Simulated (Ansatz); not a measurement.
One crystal and one scan (energy against volume) at two levels, PBE (plane waves to 420 eV, PAW, scalar-relativistic; Ansatz, a quantum-chemistry and plane-wave program) and r2SCAN (plane waves to 500 eV, PAW, scalar-relativistic; Ansatz), each from its own relaxed cell and on its own mesh.

The crystal is BN (zinc blende); the cell is scaled evenly about its relaxed volume V₀.

The energy includes the smearing's −TS. BN was relaxed with its symmetry unable to fall.

```
quantity                                                 run 1  run 2
-------------------------------------------------------  -----  -----
Lattice constant a (Å)                                   3.625  3.610
Bulk modulus B₀ (third-order Birch-Murnaghan fit) (GPa)  371.4  391.5
```

**Question.** Which run is which level?

**Answer.** Run 1 is PBE, run 2 is r2SCAN. PBE gives the higher value for: lattice constant a. PBE gives the lower value for: bulk modulus B₀. For the lattice constant a the reference is 3.593 Å (measured, corrected to the static lattice; as given in Tamar Goldzak, Xiao Wang, Hong-Zhou Ye et al., The Journal of Chemical Physics (2022), arXiv:2208.04865): r2SCAN lies nearer. For the bulk modulus B₀ the reference is 410.2 GPa (measured, corrected to the static lattice; as given in Daniel Mejia-Rodriguez, S. B. Trickey, Physical Review B (2018), arXiv:1807.09216): within its tolerance of 5.3 % it doesn't tell which level is nearer. 

(A scan under strain: stresses follow from slopes of the energy per volume, elastic moduli from its curvatures.)
